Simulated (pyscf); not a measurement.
F–N•–F + F–SiH(F)–F → silicon tetrafluoride (F–Si(F)(F)–F) + •HN–F, a four-centre exchange (doublet surface; F–N, H–Si broken, F–Si, H–N formed). Optimised with ωB97X-D3(BJ)/def2-SVP in PySCF. Energies in kcal/mol from the separated reactants.

AM1 to PM7: differences of heats of formation from MOPAC, which are fitted to 298 K values and so differ in kind from electronic energies by zero-point and thermal terms. Open shells are spin-unrestricted. 

**Question.** In single points AM1 puts the saddle at 54.4 kcal/mol and the reaction energy at -74.1 kcal/mol. Should these be trusted to within a few kcal/mol? Compare with ωB97M-D3(BJ)/def2-TZVP.

**Answer.** ωB97M-D3(BJ)/def2-TZVP gives ΔE‡ = 51.3 kcal/mol and ΔE = -70.3 kcal/mol. AM1 lies 3.1 kcal/mol over it in the barrier and 3.9 kcal/mol under it in the reaction energy, so on this step it does not hold to within 3.0 kcal/mol. ωB97M-D3(BJ)/def2-TZVP has limits of its own. This is the saddle that the search found; another between the same sides may lie lower.
